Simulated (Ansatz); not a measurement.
C$_{2}$H$_{3}$FO$_{2}$, SMILES `FC1OCO1`. Total charge 0; spin multiplicity 1. The structure was optimised at the PBE0-D4/def2-TZVP level.

```xyz
8

F     0.190   -0.383   -1.958
C    -0.463   -0.153   -0.799
O    -0.024    1.007   -0.168
C     0.435    0.170    0.885
O    -0.037   -0.996    0.222
H    -1.535   -0.189   -1.021
H    -0.088    0.357    1.828
H     1.522    0.187    1.011
```

Q: What is the dipole moment at ωB97M-V/def2-TZVPP? (Best estimate.)

A: Ansatz gave: 1.87 D, with components (-0.50, 0.35, 1.77) D in this frame, pointing from negative to positive charge.

Q: And with PBE, r2SCAN, B3LYP? (Best estimate.)

A: Computed: PBE 1.75 D, r2SCAN 1.81 D, B3LYP 1.88 D.

Q: Give the Mulliken charges with ωB97M-V, B3LYP, PBE in def2-TZVPP. (Estimate.)

A: Computed: 
```json
{"atom": "F1", "ωB97M-V": "-0.18", "B3LYP": "-0.19", "PBE": "-0.15"}
{"atom": "C2", "ωB97M-V": "0.35", "B3LYP": "0.38", "PBE": "0.29"}
{"atom": "O3", "ωB97M-V": "-0.32", "B3LYP": "-0.34", "PBE": "-0.27"}
{"atom": "C4", "ωB97M-V": "0.16", "B3LYP": "0.20", "PBE": "0.17"}
{"atom": "O5", "ωB97M-V": "-0.32", "B3LYP": "-0.34", "PBE": "-0.27"}
{"atom": "H6", "ωB97M-V": "0.09", "B3LYP": "0.08", "PBE": "0.06"}
{"atom": "H7", "ωB97M-V": "0.11", "B3LYP": "0.10", "PBE": "0.09"}
{"atom": "H8", "ωB97M-V": "0.11", "B3LYP": "0.10", "PBE": "0.08"}
```

B3LYP here is the variant with VWN-RPA as its local correlation; programs differ in this.
